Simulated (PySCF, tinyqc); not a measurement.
RHF in the sto-3g basis, for H2O, spin multiplicity 1, step by step. The lowest restricted solution is unstable here: a spin-polarised one lies 0.0030 hartree lower (PySCF). One step of it, computed by the program tinyqc.

Question. Iteration 21 (converged): orbitals. Diagonalise F' = X^T F X, C = X C', fill 5 alpha and 5 beta electrons from the bottom; D = 2 C_occ C_occ^T. Each column has its largest component positive (the first on a tie).

converged F (hartree):
```
,1O 1s,1O 2s,1O 2px,1O 2py,1O 2pz,2H 1s,3H 1s
1O 1s,-20.266111,-5.163862,0.000000,-0.001074,-0.021178,-0.606205,-0.519585
1O 2s,-5.163862,-2.380640,0.000000,-0.007899,-0.028667,-0.618948,-0.551048
1O 2px,0.000000,0.000000,-0.383761,0.000000,0.000000,0.000000,0.000000
1O 2py,-0.001074,-0.007899,0.000000,-0.161208,-0.010131,-0.334328,0.311428
1O 2pz,-0.021178,-0.028667,0.000000,-0.010131,-0.210041,-0.256370,-0.242901
2H 1s,-0.606205,-0.618948,0.000000,-0.334328,-0.256370,-0.303351,-0.114386
3H 1s,-0.519585,-0.551048,0.000000,0.311428,-0.242901,-0.114386,-0.264052
```

X:
```
,1O 1s,1O 2s,1O 2px,1O 2py,1O 2pz,2H 1s,3H 1s
1O 1s,1.023019,-0.131111,0.000000,-0.000675,-0.004086,0.016162,0.014467
1O 2s,-0.131111,1.095026,0.000000,0.006751,0.035609,-0.171091,-0.148055
1O 2px,0.000000,0.000000,1.000000,0.000000,0.000000,0.000000,0.000000
1O 2py,-0.000675,0.006751,0.000000,1.047288,0.003004,-0.140913,0.126541
1O 2pz,-0.004086,0.035609,0.000000,0.003004,1.017346,-0.082909,-0.073272
2H 1s,0.016162,-0.171091,0.000000,-0.140913,-0.082909,1.077456,-0.030353
3H 1s,0.014467,-0.148055,0.000000,0.126541,-0.073272,-0.030353,1.061667
```

Give: F' = X^T F X; orbital energies; coefficients C; D after iteration 21.

Answer.

F' = X^T F X (hartree):
```
,1,2,3,4,5,6,7
1,-19.896,-2.670,0.000,-0.003,-0.042,-0.041,-0.026
2,-2.670,-1.374,0.000,0.007,0.074,-0.319,-0.282
3,0.000,0.000,-0.384,0.000,0.000,0.000,0.000
4,-0.003,0.007,0.000,-0.002,-0.002,-0.348,0.324
5,-0.042,0.074,0.000,-0.002,-0.141,-0.245,-0.230
6,-0.041,-0.319,0.000,-0.348,-0.245,-0.047,-0.031
7,-0.026,-0.282,0.000,0.324,-0.230,-0.031,-0.054
```

orbital energies (hartree): MO1 -20.274, MO2 -1.159, MO3 -0.487, MO4 -0.387, MO5 -0.384, MO6 0.326, MO7 0.468

coefficients C:
```
,MO1,MO2,MO3,MO4,MO5,MO6,MO7
1O 1s,0.995,-0.247,0.012,0.074,0.000,0.089,-0.017
1O 2s,0.022,0.939,-0.061,-0.372,0.000,-0.484,0.101
1O 2px,0.000,0.000,0.000,0.000,1.000,0.000,0.000
1O 2py,0.000,0.008,0.597,-0.050,0.000,0.119,0.872
1O 2pz,0.002,0.044,0.065,0.749,0.000,-0.686,0.102
2H 1s,-0.004,0.129,0.487,0.323,0.000,0.556,-0.742
3H 1s,-0.003,0.113,-0.431,0.414,0.000,0.723,0.528
```

D after iteration 21:
```
,1O 1s,1O 2s,1O 2px,1O 2py,1O 2pz,2H 1s,3H 1s
1O 1s,2.112,-0.476,0.000,0.003,0.094,-0.011,-0.011
1O 2s,-0.476,2.049,0.000,-0.021,-0.483,-0.058,-0.043
1O 2px,0.000,0.000,2.000,0.000,0.000,0.000,0.000
1O 2py,0.003,-0.021,0.000,0.717,0.004,0.552,-0.553
1O 2pz,0.094,-0.483,0.000,0.004,1.135,0.558,0.575
2H 1s,-0.011,-0.058,0.000,0.552,0.558,0.717,-0.123
3H 1s,-0.011,-0.043,0.000,-0.553,0.575,-0.123,0.740
```
